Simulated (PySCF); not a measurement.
Ligands exchanged one at a time, B F-Cl. All species are isolated molecules in the gas phase. Strings in code marks are SMILES.

The T1 excitation (TDA) from two functionals at the same geometries (PBE0-D3(BJ)/def2-TZVP), both in PySCF: PBE-D3(BJ)/def2-TZVP and ωB97X-D3(BJ)/def2-TZVP. Excitations are Tamm–Dancoff values on a coarser integration grid. The basis has no diffuse functions, so Rydberg states are missing or too high.

```json
[
 {"species": "0 of 3 F replaced by Cl (`FB(F)F`)", "PBE-D3(BJ)/def2-TZVP (eV)": "9.50", "ωB97X-D3(BJ)/def2-TZVP (eV)": "10.79"},
 {"species": "1 of 3 F replaced by Cl (`FB(F)Cl`)", "PBE-D3(BJ)/def2-TZVP (eV)": "6.96", "ωB97X-D3(BJ)/def2-TZVP (eV)": "8.05"},
 {"species": "2 of 3 F replaced by Cl", "PBE-D3(BJ)/def2-TZVP (eV)": "5.83", "ωB97X-D3(BJ)/def2-TZVP (eV)": "6.90"}
]
```

Over these rows, drawn at random from the members with no instability flagged (it was tested for open shells, ions and some series alone), PBE minus ωB97X-D3(BJ): mean -1.15 eV, from -1.29 eV to -1.08 eV.
